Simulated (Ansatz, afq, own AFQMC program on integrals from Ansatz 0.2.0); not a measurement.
Two steps: Ansatz 0.2.0 writes the Fock matrix and Cholesky factors of the valence space, and afq projects on them the lowest state that overlaps trial and start.

```yaml
crystal:
  periodic: [false, false, false]
  atoms:
    - {symbol: Ge, position_ang: [0.000000, 0.000000, 0.680802]}
    - {symbol: Al, position_ang: [0.000000, 0.000000, -1.950198]}
    - {symbol: H, position_ang: [0.000000, -1.261304, 1.570464]}
    - {symbol: H, position_ang: [0.000000, 1.261304, 1.570464]}
basis:
  gaussian: {orbitals: cc-pVDZ}
magnetization: {spin_polarized: true, initial_magnetization: 3}
correlation: {method: ccsd_t, electrons: outside_noble_gas, hamiltonian_folder: ham}
```

```sh
$ ansatz run in.yaml --threads 1 --pin off --events-out ev --progress --plain --max-ram 1382MiB
```

Options of the walk:

```
--method phaseless --trial cisd --walkers 60 --populations 1 --least-time 40 --time-step 0.005 --steps-per-block 50 --equilibration-blocks 28 --max-blocks 300 --target-error 0.00036 --factor-cut 1e-05 --start spin_pure --seed 6626 --release-times 0.24,0.51,0.99,1.62,2.4 --release-step 0.03 --release-every 4 --taylor-order 6
```

Times are imaginary, in 1/Eh. The walk had a cap of 1002 s. Filled inner d shells are frozen with the cores.

Log:

```
orbitals 36  electrons 6 3  factors 280 of 595
reference energy -2318.32812325 Eh
CCSD correlation -0.14245898 Eh in 13 cycles, weight of the determinant in the CISD state 0.8715
energy of the start -2318.470018 Eh
 block  time / (1/Eh)  mean weight  energy / Eh
     1     0.250  1.0007  -2318.468790
     2     0.500  1.0006  -2318.469400
     3     0.750  0.9999  -2318.470419
     4     1.000  0.9993  -2318.470640
     5     1.250  0.9991  -2318.471976
     8     2.000  0.9977  -2318.474280
    13     3.250  1.0011  -2318.473451
    25     6.250  1.0003  -2318.477045
    29     7.250  1.0018  -2318.480489
    37     9.250  0.9979  -2318.476871
    49    12.250  0.9975  -2318.476421
    61    15.250  1.0002  -2318.473067
    73    18.250  1.0005  -2318.475898
    85    21.250  1.0009  -2318.475837
    97    24.250  1.0006  -2318.476184
   109    27.250  1.0008  -2318.473717
   121    30.250  0.9999  -2318.479850
   133    33.250  1.0008  -2318.475611
   145    36.250  1.0001  -2318.477870
   157    39.250  1.0004  -2318.475547
   169    42.250  1.0001  -2318.475844
   181    45.250  0.9987  -2318.476116
   185    46.250  1.0003  -2318.473711
blocks merged  error / Eh  count
     1  0.000163  160
     2  0.000214  80
     4  0.000270  40
     8  0.000307  20
    16  0.000355  10
released: time / (1/Eh)  energy / Eh  error  mean overlap
  0.24  -2318.476321  0.000370  0.9971
  0.51  -2318.476533  0.000304  0.9925
  0.99  -2318.476572  0.000278  0.9907
  1.62  -2318.477015  0.000311  0.9888
  2.40  -2318.477055  0.000441  0.9950
energy -2318.476103 +/- 0.000307 Eh
(rows thinned)
```

The run passed its tests (sampling time, drift between the halves within three errors, error under three times the target), which doesn't prove that it has relaxed.

Against this walk (error 8.4 meV) on the same determinant: CCSD(T) 19.2 meV higher, CCSDT(Q) 29.0 meV lower. The error is statistical and leaves out the bias of the constraint. Released to 2.40 1/Eh the energy moves by -26 ± 15 meV (both errors), within twice the noise. CCSDT(Q) is the surest value here, so the walk's 29 meV above it is most likely the bias of the constraint with this trial, which can have either sign.

Cautions: constraint bias not in the error; no relativity below Rb; no spin-orbit coupling; inner d shell frozen; lower spins were not checked.

The walk took 2.5 min on 1 thread of Intel(R) Xeon(R) 6975P-C (Granite Rapids), on a shared host. The log's last line is the phaseless energy.

CCSDT and higher add their correlation energy to the determinant of the CCSD(T) run, since their own runs factorise the integrals more tightly (a shift of under 2 meV). A walk keeps the symmetry of its determinant, which the program's search chose and which needn't be the lowest solution, so a lower state of the same spin and another symmetry isn't excluded.
